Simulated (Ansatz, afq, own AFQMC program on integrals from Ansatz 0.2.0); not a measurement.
## BH3S, triplet in cc-pVTZ, levels against AFQMC with the constraint released

```xyz
5

B    -2.0878    0.0000    0.0000
H    -2.6846    1.0336    0.0000
H    -2.6846   -1.0336    0.0000
H    -0.4918    0.0000    0.0000
S     0.8882    0.0000    0.0000
```

Connectivity, by distances: BH2 ··· SH.

Basis cc-pVTZ. Only valence electrons are correlated. AFQMC by an in-house program on the Cholesky factors that Ansatz 0.2.0 writes for its CCSD(T) run. ph-AFQMC/CISD is guided by a CISD state made of CCSD amplitudes; releasing the constraint for a short imaginary time cuts its bias at the price of noise, slowly where states lie close. Error bars are statistical, one sigma.

Determinant: UHF, the one that the program's search chose, which needn't be the lowest solution. The geometry is a point of a scan.

No full CI on the walks' own integrals is used here. The released AFQMC energy serves as the reference, which it does only where one determinant dominates, the energy is flat over the last release times and near the phaseless one (40 meV or 2 meV an electron, half that with transition metals). On small molecules, where full CI could be run and the noise was under 10 meV, such values lay within 10 meV of it in 19 cases of 20, a flattering rate, since the rule was set on those same cases; what remains of the bias isn't in the error bar.

Cautions: lower spins were not checked; the released value is read at 2.40 1/Eh (meV from the phaseless value at times in 1/Eh: -8 ± 5 at 0.24, -11 ± 5 at 0.51, -19 ± 4 at 0.99, -29 ± 4 at 1.62, -30 ± 7 at 2.40).

The T1 diagnostic is 0.0149 and the weight of the determinant in the CISD state is 0.870. The ⟨S²⟩ of the determinant is 2.030 and the size of the correlated space is 12 electrons in 100 orbitals.

Reference: AFQMC with the constraint released, correlation energy -8.222 ± 0.007 eV.

```
        level  E − E(reference) (kJ/mol)  share of correlation (%)
           HF                793.3 ± 0.6                      0.00
          MP2                142.3 ± 0.6                     82.06
         CCSD                 31.6 ± 0.6                     96.02
      CCSD(T)                  5.3 ± 0.6                     99.34
  ph-AFQMC/HF                 13.0 ± 2.8                     98.36
ph-AFQMC/CISD                  2.9 ± 0.8                     99.63
```

A walk keeps the symmetry of its determinant, which the program's search chose and which needn't be the lowest solution, so a lower state of the same spin and another symmetry isn't excluded. Released energies are given only where the last usable release times agree within the noise; a slower fall can still hide under it.
